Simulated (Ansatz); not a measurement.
# HNAl, doublet in 6-31G: errors against full CI

Geometry: a point of a breathe scan, not a stationary point.

```json
{"atom": "Al", "x (Å)": "0.0000", "y (Å)": "0.0792", "z (Å)": "1.5436"}
{"atom": "N", "x (Å)": "0.0000", "y (Å)": "-0.2587", "z (Å)": "-2.6561"}
{"atom": "H", "x (Å)": "0.0000", "y (Å)": "1.4732", "z (Å)": "-4.4096"}
```

Basis 6-31G; Ansatz 0.2.0. Correlated methods freeze the noble-gas cores, which leaves 9 electrons in 18 orbitals. Prefix R: restricted or restricted open-shell reference; prefix U: unrestricted. Active spaces: pair = (3e, 3o) about the gap; valence = (9e, 9o) chosen from the atoms' valence shells.

Full CI is exact within this basis and frozen core; it isn't the basis-set limit. The frozen core follows each run's orbitals, which can shift R against U totals by a few meV.

Unrestricted rows (U) aren't spin-pure: their determinants' ⟨S²⟩ exceeds S(S+1) by up to 1.96, so they mix in states of higher spin.

The R cluster runs have T1 = 0.944 on a determinant 0.16 eV above the lowest RHF solution, too large to trust, so RMP2, RCCSD, RCCSD(T) aren't compared.

The UHF ⟨S²⟩ is 2.724, the ⟨S²⟩ of the determinant under UCCSD is 2.712 and the T1 diagnostic (RCCSD) is 0.9440. The largest doubles amplitude (RCCSD) is 0.469 and the T1 diagnostic (UCCSD) is 0.0409.

| level | E − E(determinant under the R cluster runs) (eV) |
| --- | --- |
| UMP2 | -7.8251 |
| UCCSD | -8.3927 |
| UCCSD(T) | -8.4106 |

Task: Estimate how far full CI in 6-31G lies from UCCSD(T). The table doesn't fix it; the size of (T) and the diagnostics are the guide.

Result: Full CI in 6-31G lies 4.5 kJ/mol below UCCSD(T), which is 257 % of the (T) step (-1.7 kJ/mol). More than one determinant leads, and the rest is a large part of (T). The miss exceeds 1 kcal/mol.

The other levels:

```csv
level,E − E(full CI) (kJ/mol),share of correlation (%),wall time
UHF†,177.4,–,0.66 s
UCCSDT,1.2,99.85,–
UCCSDT(Q),1.0,99.88,47 s
CASSCF (pair space)†,530.7,–,–
NEVPT2 (pair space)†,368.3,–,2.3 s
MRCISD (pair space)†,298.2,–,–
MRCISD+Q (pair space)†,266.4,–,2.9 s
CASSCF (valence space)†,116.3,–,–
NEVPT2 (valence space)†,41.1,–,4.3 s
MRCISD (valence space)†,4.9,–,–
MRCISD+Q (valence space)†,2.4,–,6.5 s
```

A dagger marks rows that describe another state than the reference (another or a broken symmetry, a higher spin or other natural occupations), so the difference holds a gap between states beside the method's error.

The correlation energy at full CI, counted from the determinant under the R cluster runs, is -8.457 eV. That run took 17 min on 1 thread of Arm Neoverse V1, shared host over 13,112,064 determinants.

Run but not shown, since their state, orbitals or frozen core can't be matched to the reference's or they repeat it: RHF, RMP2, CISD, RCCSD, RCCSD(T).

Times hold each run's SCF and search for its determinant on a shared host, so for small cases they say little of a method's own cost; they ran on 1 thread of Arm Neoverse V1.

The full-CI state has the irrep A'' of Cs, in the program's axes.

Natural occupations of full CI about the gap: 1.985 1.906 1.304 1.149 0.995 0.845 0.691 0.042 0.042 0.012; effectively unpaired electrons, Σ n²(2−n)², 4.60. No single determinant describes this state well, so single-reference rows can miss without a flag.
